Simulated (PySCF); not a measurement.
# CH2F (SMILES [CH2]F) at 4 levels

We compute a comparison of 4 runs (U-r2SCAN/STO-3G, UB2PLYP/STO-3G, USVWN5/STO-3G, FCI/STO-3G) of CH2F. Input form: a Python script.

The results are computed with PySCF 2.14.0.

11 further runs of the same task are left out: 3 that didn't finish, 8 set aside as unsound or not needed.

## 1. The molecule

CH2F has 4 atoms, charge 0, and is taken as a doublet. SMILES: `[CH2]F`. The C1–H4 distance was set to 2.380 Å, away from the relaxed value. At this shape a bond of the SMILES string is far longer than usual.

Bond lengths: C1–F2 1.331 Å, C1–H3 1.082 Å. Angles: F2–C1–H3 115.1°.

## 2. A single-point energy at U-r2SCAN/STO-3G (run 1)

input.xyz

```xyz
4

C     -0.098620     1.203724    -0.431221
F      0.881480     1.955324     0.064479
H     -1.015420     1.733624    -0.652621
H      0.027000    -1.108700     0.119000
```

input.py

```python
from pyscf import gto, dft

mol = gto.Mole()
mol.atom = 'input.xyz'
mol.basis = 'sto-3g'
mol.max_memory = 1860
mol.verbose = 3
mol.spin = 1
mol.charge = 0
mol.build()

mf = dft.UKS(mol)
mf.xc = 'r2scan'
mf.grids.level = 5
mf.conv_tol = 1e-10
mf.kernel()
if not mf.converged:
    mf = mf.newton().run(mf.mo_coeff, mf.mo_occ)

energy = mf.e_tot
print('E(%s) = %.9f' % ('R2SCAN', energy))
```

The run is started by

```
$ OMP_NUM_THREADS=1 python input.py
```

The program printed:

```text
converged SCF energy = -136.903082458573  <S^2> = 1.2512544  2S+1 = 2.4505138
E(R2SCAN) = -136.903082459
```

Wall time 4.8 s (1 thread of Arm Neoverse V1, shared host); peak memory 0.19 GiB.

## 3. The energy at UB2PLYP/STO-3G (run 2)

input.py

```python
from pyscf import gto, dft, mp

mol = gto.M(
    atom=[
    ('C', (-0.098620, 1.203724, -0.431221)),
    ('F', (0.881480, 1.955324, 0.064479)),
    ('H', (-1.015420, 1.733624, -0.652621)),
    ('H', (0.027000, -1.108700, 0.119000)),
],
    verbose=4,
    max_memory=1860,
    basis='sto-3g',
    spin=1,
)

mf = dft.UKS(mol)
mf.xc = '0.53*HF + 0.47*B88, 0.73*LYP'
mf.conv_tol = 1e-10
mf.grids.level = 5
mf.kernel()
if not mf.converged:
    mf = mf.newton().run(mf.mo_coeff, mf.mo_occ)

pt = mp.MP2(mf, frozen=2).run()
e_tot = mf.e_tot + 0.27 * pt.e_corr
print('PT2 part  %.8f' % (0.27 * pt.e_corr))
print('E(%s) = %.9f' % ('B2PLYP', e_tot))
```

The run is started by

```
$ OMP_NUM_THREADS=1 python input.py
```

The program printed:

```text
PySCF version 2.14.0

[INPUT] num. atoms = 4
[INPUT] num. electrons = 17
[INPUT] charge = 0
[INPUT] spin (= nelec alpha-beta = 2S) = 1
[INPUT] symmetry False subgroup None
[INPUT] Mole.unit = angstrom
[INPUT] Symbol           X                Y                Z      unit          X                Y                Z       unit  Magmom
[INPUT]  1 C     -0.098620000000   1.203724000000  -0.431221000000 AA   -0.186364790405   2.274708689566  -0.814889589161 Bohr   0.0
[INPUT]  2 F      0.881480000000   1.955324000000   0.064479000000 AA    1.665755784282   3.695026844789   0.121847650786 Bohr   0.0
[INPUT]  3 H     -1.015420000000   1.733624000000  -0.652621000000 AA   -1.918865701406   3.276074562973  -1.233274953140 Bohr   0.0
[INPUT]  4 H      0.027000000000  -1.108700000000   0.119000000000 AA    0.051022605363  -2.095139354305   0.224877408823 Bohr   0.0

nuclear repulsion = 29.7411413192442
number of shells = 8
number of NR pGTOs = 36
number of NR cGTOs = 12
basis = sto-3g
ecp = {}

[... 101 lines left out ...]
converged SCF energy = -136.746254608223  <S^2> = 1.3067794  2S+1 = 2.4954193
[... 1 line left out ...]
******** <class 'pyscf.mp.ump2.UMP2'> ********
nocc = (np.int64(7), np.int64(6)), nmo = (10, 10)
frozen orbitals 2
E(UMP2) = -136.827904544396  E_corr = -0.0816499361738922
E(SCS-UMP2) = -136.830451880083  E_corr = -0.084197271860398
E_corr(same-spin) = -0.0159030594787761
E_corr(oppo-spin) = -0.0657468766951161
PT2 part  -0.02204548
E(B2PLYP) = -136.768300091
```

It took 4.5 s on 1 thread of Arm Neoverse V1, shared host; peak memory 0.18 GiB.

Run 3 isn't shown in full; the table further down has it.

## 4. A single-point energy at FCI/STO-3G (run 4)

run.py

```python
from pyscf import gto, scf, mcscf

system = gto.Mole()
system.atom = '''
C     -0.186365     2.274709    -0.814890
F      1.665756     3.695027     0.121848
H     -1.918866     3.276075    -1.233275
H      0.051023    -2.095139     0.224877
'''
system.max_memory = 1860
system.verbose = 3
system.unit = 'bohr'
system.charge = 0
system.basis = 'sto-3g'
system.spin = 1
system.build()

mf = scf.ROHF(system)
mf.conv_tol = 1e-10
mf.kernel()
if not mf.converged:
    mf = mf.newton().run(mf.mo_coeff, mf.mo_occ)

cas = mcscf.CASCI(mf, mf.mo_coeff.shape[-1] - 2, (system.nelec[0] - 2, system.nelec[1] - 2))  # full CI above the frozen core
cas.fix_spin_(ss=0.75)
cas.kernel()
e_tot = cas.e_tot
print(f'total energy: {e_tot:.8f} hartree')
```

The run is started by

```
$ OMP_NUM_THREADS=1 python run.py
```

The program printed:

```text
converged SCF energy = -136.332893187257
CASCI E = -136.441140001069  E(CI) = -46.9313602860400  S^2 = 0.7500000
total energy: -136.44114000 hartree
```

It took 1.3 s on 1 thread of Arm Neoverse V1, shared host; peak memory 0.12 GiB.

## 5. All runs side by side

| run | level | frozen core orbitals | integration grid | energy (Eh) | dipole moment (D) of the reference | HOMO energy (eV) | LUMO energy (eV) | wall time |
| --- | --- | --- | --- | --- | --- | --- | --- | --- |
| 1 | U-r2SCAN/STO-3G | – | 5 | -136.903082 | 1.37 | -2.37 | 0.48 | 4.8 s |
| 2 | UB2PLYP/STO-3G | 2 | 5 | -136.768300 | 1.16 | -5.50 | 3.54 | 4.5 s |
| 3 | USVWN5/STO-3G | – | 5 | -135.890073 | 1.60 | -1.38 | -0.29 | 2.3 s |
| 4 | FCI/STO-3G | 2 | – | -136.441140 | 1.56 | – | – | 1.3 s |

## 6. Results

| quantity | value |
| --- | --- |
| run 4: total energy | -136.44114 Eh |
| run 4: dipole moment (Hartree–Fock density) | 1.56 D |
| run 4: correlation energy (2 core orbitals frozen) | -108.2 mEh |

Over runs 1, 2, 3 the dipole moment (its size) runs from 1.16 D (UB2PLYP/STO-3G) to 1.60 D (USVWN5/STO-3G). A double hybrid's value is that of its SCF part. Totals of different functionals can't be ranked against each other. In runs 1, 2, 3, 4 the basis is minimal, so the values are rough. Spin contamination of the reference: run 2 ⟨S²⟩ = 1.31, run 1 ⟨S²⟩ = 1.25, run 3 ⟨S²⟩ = 1.03. All runs together took 13 s, the longest 4.8 s.
